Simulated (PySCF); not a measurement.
# Spin states of P2

Unrestricted PBE0; P def2-TZVP; no relativity (PySCF 2.14). Outer shells of the fragments: P 3s2 3p3; P 3s2 3p3.

Followed along the bond (rough minima from three points):

```
2Ms+1  unpaired  ⟨S²⟩ at the start  R at minimum (Å)  Te (eV)
    1      none               0.00              1.88     0.00
    3      π ↑↑               2.01              2.06     2.33
    5    π ↑↑↑↑               6.02  none in the scan   ≤ 3.44
```

Solutions found at the starting distance of 2.130 Å, counted from the lowest of them; the search is not exhaustive and high or unbound solutions are not listed, so other states can lie among these:

```json
{"2Ms+1": "1", "unpaired": "none", "term": "¹Σ⁺", "E (eV)": "0.00", "⟨S²⟩": "0.00", "⟨Lz²⟩": "0.00"}
{"2Ms+1": "3", "unpaired": "π ↑↑", "term": "mixed", "E (eV)": "1.52", "⟨S²⟩": "2.01", "⟨Lz²⟩": "2.02"}
{"2Ms+1": "3", "unpaired": "π ↑↑", "term": "mixed", "E (eV)": "2.16", "⟨S²⟩": "2.01", "⟨Lz²⟩": "2.01"}
{"2Ms+1": "1", "unpaired": "π ↑↓", "term": "mixed", "E (eV)": "2.29", "⟨S²⟩": "1.01", "⟨Lz²⟩": "2.02"}
{"2Ms+1": "3", "unpaired": "σ ↑, π ↑", "term": "³Π", "E (eV)": "2.73", "⟨S²⟩": "2.02", "⟨Lz²⟩": "1.01"}
{"2Ms+1": "5", "unpaired": "π ↑↑↑↑", "term": "⁵Σ⁺", "E (eV)": "2.86", "⟨S²⟩": "6.02", "⟨Lz²⟩": "0.00"}
{"2Ms+1": "1", "unpaired": "σ ↓, π ↑", "term": "mixed", "E (eV)": "3.00", "⟨S²⟩": "1.02", "⟨Lz²⟩": "1.01"}
{"2Ms+1": "1", "unpaired": "π ↑↑↓↓", "term": "mixed", "E (eV)": "3.56", "⟨S²⟩": "2.03", "⟨Lz²⟩": "4.07"}
{"2Ms+1": "5", "unpaired": "σ ↑, π ↑↑↑", "term": "⁵Π", "E (eV)": "3.86", "⟨S²⟩": "6.01", "⟨Lz²⟩": "1.01"}
{"2Ms+1": "3", "unpaired": "σ ↑, π ↑↑↓", "term": "mixed", "E (eV)": "4.48", "⟨S²⟩": "3.02", "⟨Lz²⟩": "3.04"}
{"2Ms+1": "1", "unpaired": "σ ↓, π ↑↑↓", "term": "mixed", "E (eV)": "4.66", "⟨S²⟩": "2.04", "⟨Lz²⟩": "3.04"}
{"2Ms+1": "3", "unpaired": "σ ↑, π ↑", "term": "³Π", "E (eV)": "5.79", "⟨S²⟩": "2.01", "⟨Lz²⟩": "1.01"}
{"2Ms+1": "3", "unpaired": "σ ↑↑", "term": "³Σ⁺", "E (eV)": "6.18", "⟨S²⟩": "2.01", "⟨Lz²⟩": "0.00"}
{"2Ms+1": "5", "unpaired": "σ ↑, π ↑↑↑", "term": "⁵Π", "E (eV)": "7.05", "⟨S²⟩": "6.01", "⟨Lz²⟩": "1.01"}
```

A term symbol is given only where ⟨S²⟩ and ⟨Lz²⟩ are close to those of a pure state; real π, δ and φ orbitals otherwise mix terms, and g/u labels are left off.

Q: Compare the gap between the two lowest followed solutions at the starting distance with the gap between their minima.

A: At PBE0 the second solution (triplet, unpaired electrons π ↑↑) lies +1.52 eV from the first (singlet, closed shell) at 2.130 Å and +2.33 eV at the minima; the two curves relax by different amounts, since their minima lie near 2.06 and 1.88 Å.

The measured ground state is X ¹Σg+ (Huber and Herzberg, Constants of Diatomic Molecules (1979)).

Counting both spins, an empty level lies below a filled one in some of these solutions, because spin and occupation are held.
